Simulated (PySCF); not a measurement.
Compound: F5HP (charge -1).
SMILES: `F[PH-](F)(F)(F)F`

Level: PBE0/pcSseg-1 in PySCF, non-relativistic, on one gas-phase PBE0-D3(BJ)/def2-SVP geometry that isn't relaxed in the solvent. The solvent is an IEF-PCM continuum (cavity from Bondi-type radii × 1.2). The model holds no explicit solvent molecules, cavitation or dispersion.

| run | E − E(gas) (kcal/mol) | HOMO (eV) | HOMO–LUMO gap (eV) |
| --- | --- | --- | --- |
| gas | 0.00 | -3.96 | 10.93 |
| P | -57.05 | -8.70 | 11.23 |
| Q | -54.95 | -8.53 | 11.21 |

Problem. The runs were made in acetone and water. Which run belongs to which solvent?

Solution. P = water, Q = acetone. The dielectric constants are 20.49 (acetone), 78.36 (water), and the energy falls further as ε rises. In this model the ground state sees the solvent through ε alone.

Problem. How constant is the ratio of the lowering to 1 − 1/ε?

Solution. 
```tsv
solvent	1 − 1/ε	E − E(gas) (kcal/mol)	ratio (kcal/mol)	polarisation term (kcal/mol)
acetone	0.951	-54.95	-57.8	-55.19
water	0.987	-57.05	-57.8	-57.32
```

The ratio changes by 0.0 % in size from acetone to water. The polarisation term is half the interaction of the solute with the induced surface charges.
